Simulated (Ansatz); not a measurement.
The input, for Ansatz 0.2.0:

```yaml
crystal:
  periodic: [false, false, false]
  atoms:
    - {symbol: Ge, position_ang: [0.000000, 0.000000, 1.100612]}
    - {symbol: As, position_ang: [0.000000, 0.000000, -1.120153]}
    - {symbol: H, position_ang: [0.000000, 1.266184, 1.971938]}
    - {symbol: H, position_ang: [0.000000, -1.266184, 1.971938]}
basis:
  gaussian: {orbitals: cc-pVTZ}
total_charge: 1
magnetization: {spin_polarized: true, initial_magnetization: 2}
correlation: {method: ccsdt_q, electrons: outside_noble_gas}
```

```sh
$ ansatz run in.yaml --threads 2 --pin off --events-out ev --progress --plain --max-ram 24576MiB --backend cuda --devices 0, --max-vram 18GiB
```

Log:

```
1310 factors; integrals over basis functions are off by at most 2.0e-7 eV
mean field evaluation 1: about -117294.3546 eV, gradient 8.1e0 eV
mean field evaluation 2: about -117294.3620 eV, gradient 8.1e0 eV
mean field evaluation 4: about -117295.2070 eV, gradient 1.4e0 eV
mean field evaluation 8: about -117295.2380 eV, gradient 2.8e-3 eV
mean field evaluation 16: about -117295.2266 eV, gradient 2.0e-1 eV
mean field evaluation 32: about -117293.2483 eV, gradient 2.8e-3 eV
mean field evaluation 64: about -117291.9912 eV, gradient 1.3e-3 eV
mean field -117295.23799636 eV, -4310.5204907985 hartree, gradient 6.7e-6 eV, S^2 2.016113; 2 other end points of the search recorded, 0 dependent functions left out
determinant -117295.23799636 eV, -4310.5204907985 hartree, with singles and doubles -117301.00065980 eV, -4310.7322647737 hartree
determinant -117293.24828975 eV, -4310.4473704290 hartree, with singles and doubles -117299.13592588 eV, -4310.6637370663 hartree
determinant -117292.22644503 eV, -4310.4098183281 hartree, with singles and doubles -117298.05939229 eV, -4310.6241751865 hartree
28 core orbitals not correlated: weight in the atoms' cores, before any rotation towards them, 1.000 or more for the frozen orbitals, at most 0.000 for the correlated occupied ones
reference -117295.23799636 eV, -4310.5204907985 hartree; 6, 4 occupied and 80, 82 virtual orbitals, 1310 factors
second order -4.74513199 eV of doubles, -0.00000000 eV of singles
cycle   1  -5.40330409 eV  change   -6.6e-1 eV  update   7.9e-2
cycle   2  -5.84342620 eV  change   -4.4e-1 eV  update   3.6e-2
cycle   3  -5.92823713 eV  change   -8.5e-2 eV  update   1.8e-2
cycle   4  -5.91113630 eV  change    1.7e-2 eV  update   8.0e-3
cycle   5  -5.91908780 eV  change   -8.0e-3 eV  update   3.9e-3
cycle   6  -5.92068506 eV  change   -1.6e-3 eV  update   1.9e-3
cycle   7  -5.91900845 eV  change    1.7e-3 eV  update   7.4e-4
cycle   8  -5.91962653 eV  change   -6.2e-4 eV  update   3.6e-4
cycle   9  -5.91983787 eV  change   -2.1e-4 eV  update   1.4e-4
cycle  10  -5.91959115 eV  change    2.5e-4 eV  update   7.0e-5
cycle  11  -5.91962876 eV  change   -3.8e-5 eV  update   3.5e-5
cycle  12  -5.91965418 eV  change   -2.5e-5 eV  update   1.6e-5
cycle  13  -5.91967728 eV  change   -2.3e-5 eV  update   8.1e-6
cycle  14  -5.91968049 eV  change   -3.2e-6 eV  update   3.4e-6
cycle  15  -5.91967635 eV  change    4.1e-6 eV  update   1.6e-6
cycle  16  -5.91967508 eV  change    1.3e-6 eV  update   6.7e-7
cycle  17  -5.91967520 eV  change   -1.2e-7 eV  update   3.0e-7
perturbative correction -0.00909093 eV, -0.0003340854 hartree
Total energy: -117301.16676249 eV, -4310.7383689350 hartree
```

Ran on 2 threads of AMD EPYC 7R13 with a shared H100 80 GB, shared host: 17 s wall, 1 GiB peak host memory.
